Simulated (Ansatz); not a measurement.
# What a trial cell of Li relaxes into

Computed with DFT r2SCAN, scalar-relativistic, plane waves, PAW in Ansatz. Cutoff 500 eV, Γ-centred k mesh, Gaussian smearing, no spin polarisation in the final step.

The start puts Li on the diamond structure type (Fd-3m, No. 227), at a guessed volume.

```yaml
crystal:
  lattice:
    - [0.00000, 2.85483, 2.85483]
    - [2.85483, 0.00000, 2.85483]
    - [2.85483, 2.85483, 0.00000]
  atoms:
    - { symbol: Li, position: [0.50000, 0.50000, 0.50000] }
    - { symbol: Li, position: [0.75000, 0.75000, 0.75000] }
```

Cell and atoms relax at zero pressure; the relaxation can't lower the symmetry of the start.

Energies count from the standard state of Li at the same level.

What does it relax into?

It keeps Fd-3m (No. 227). The result has the diamond structure. Conventional cell: a = 5.924 Å. Around Li lie 4 Li at 2.57 Å.

```
Li
1.0
     0.00000    2.96200    2.96200
     2.96200    0.00000    2.96200
     2.96200    2.96200    0.00000
Li
2
Direct
  0.00000 0.00000 0.00000
  0.25000 0.25000 0.25000
```

What are its volume, energy, density and gap?

The volume per atom is 25.99 Å³ and the density is 0.44 g/cm³. The energy over the standard structure is 0.52 eV/atom and the gap on the 16×16×16 mesh is 0 eV (a metal).

The final run used a 16×16×16 mesh on its 2-atom cell and 0.10 eV smearing. For metals, differences of a few meV/atom aren't resolved. A structure relaxed within its symmetry needn't be a true minimum. The steps took roughly 25 core-seconds in all.